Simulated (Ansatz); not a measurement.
in.yaml

```yaml
crystal:
  periodic: [false, false, false]
  atoms:
    - {symbol: B, position_ang: [-0.034419, -0.872161, 1.655676]}
    - {symbol: C, position_ang: [-0.035252, 0.496629, 1.372130]}
    - {symbol: Ga, position_ang: [0.012712, 0.028214, -0.518935]}
    - {symbol: H, position_ang: [-0.090065, 1.485089, 1.787758]}
basis:
  gaussian: {orbitals: cc-pVDZ}
magnetization: {spin_polarized: true, initial_magnetization: 3}
correlation: {method: ccsd, electrons: outside_noble_gas}
```

```sh
$ ansatz run in.yaml --threads 1 --pin off --events-out ev --progress --plain --max-ram 2393MiB
```

The program prints:

```
633 factors; integrals over basis functions are off by at most 1.3e-3 eV
mean field evaluation 1: about -54043.2538 eV, gradient 2.0e1 eV
mean field evaluation 2: about -54043.3569 eV, gradient 2.0e1 eV
mean field evaluation 4: about -54046.4118 eV, gradient 3.4e0 eV
mean field evaluation 8: about -54046.6977 eV, gradient 5.9e-1 eV
mean field evaluation 16: about -54046.7473 eV, gradient 2.8e-6 eV
mean field evaluation 32: about -54046.5744 eV, gradient 1.6e0 eV
mean field evaluation 64: about -54042.7445 eV, gradient 1.2e1 eV
mean field evaluation 96: about -54040.6470 eV, gradient 1.4e1 eV
mean field evaluation 128: about -54046.0061 eV, gradient 1.1e-3 eV
mean field evaluation 160: about -54045.4208 eV, gradient 3.9e-2 eV
mean field evaluation 192: about -54045.4662 eV, gradient 5.7e-4 eV
mean field evaluation 224: about -54044.0902 eV, gradient 1.4e-1 eV
mean field evaluation 256: about -54044.6243 eV, gradient 2.0e0 eV
mean field evaluation 288: about -54041.1441 eV, gradient 1.1e1 eV
mean field -54046.74728467 eV, -1986.1813285106 hartree, gradient 6.5e-6 eV, S^2 3.820386; 11 other end points of the search recorded, 0 dependent functions left out
determinant -54046.74728467 eV, -1986.1813285106 hartree, with singles and doubles -54053.35151606 eV, -1986.4240295376 hartree
determinant -54046.00608919 eV, -1986.1540900790 hartree, with singles and doubles -54052.24340694 eV, -1986.3833072784 hartree
determinant -54045.46620256 eV, -1986.1342496113 hartree, with singles and doubles -54051.83956752 eV, -1986.3684664535 hartree
determinant -54045.42088538 eV, -1986.1325842357 hartree, with singles and doubles -54051.94927657 eV, -1986.3724981868 hartree
16 core orbitals not correlated: weight in the atoms' cores, before any rotation towards them, 0.993 or more for the frozen orbitals, at most 0.007 for the correlated occupied ones
reference -54046.74728467 eV, -1986.1813285106 hartree; 7, 4 occupied and 37, 40 virtual orbitals, 633 factors
second order -5.97422482 eV of doubles, -0.00000000 eV of singles
cycle   1  -6.60481626 eV  change   -5.8e-4 eV  update   2.0e-3
cycle   2  -6.60543851 eV  change   -6.2e-4 eV  update   1.4e-3
cycle   3  -6.60540431 eV  change    3.4e-5 eV  update   7.3e-4
cycle   4  -6.60558013 eV  change   -1.8e-4 eV  update   3.4e-4
cycle   5  -6.60623314 eV  change   -6.5e-4 eV  update   1.2e-4
cycle   6  -6.60632373 eV  change   -9.1e-5 eV  update   6.1e-5
cycle   7  -6.60628493 eV  change    3.9e-5 eV  update   4.4e-5
cycle   8  -6.60627196 eV  change    1.3e-5 eV  update   2.8e-5
cycle   9  -6.60626912 eV  change    2.8e-6 eV  update   1.7e-5
cycle  10  -6.60627653 eV  change   -7.4e-6 eV  update   8.4e-6
Total energy: -54053.35356120 eV, -1986.4241046950 hartree
```

Ran on 1 thread of Intel Xeon, shared host: 49 s wall, 0.16 GiB peak host memory.
